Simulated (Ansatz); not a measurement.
in.yaml

```yaml
crystal:
  periodic: [false, false, false]
  atoms:
    - {symbol: Si, position_ang: [0.000000, 0.000000, 0.000000]}
    - {symbol: H, position_ang: [2.080571, 2.087609, 2.082955]}
    - {symbol: H, position_ang: [-2.089568, -2.077105, 2.084450]}
    - {symbol: H, position_ang: [-2.077849, 2.079805, -2.093454]}
    - {symbol: H, position_ang: [2.086846, -2.090309, -2.073952]}
basis:
  gaussian: {orbitals: cc-pVDZ}
magnetization: {spin_polarized: false}
correlation: {method: ccsd_t, frozen_orbitals: {Si: 0}}
```

```sh
$ ansatz run in.yaml --threads 1 --pin off --events-out ev --progress --plain --max-ram 2393MiB
```

(1) One thing in this input was set wrong on purpose, beside settings that are merely unusual. What is the gravest fault, and what does the program do?

Answers

(1) Wrong frozen-orbital counts. How the run ends: refused.
```
Error: "frozen_orbitals" has no count for H
```
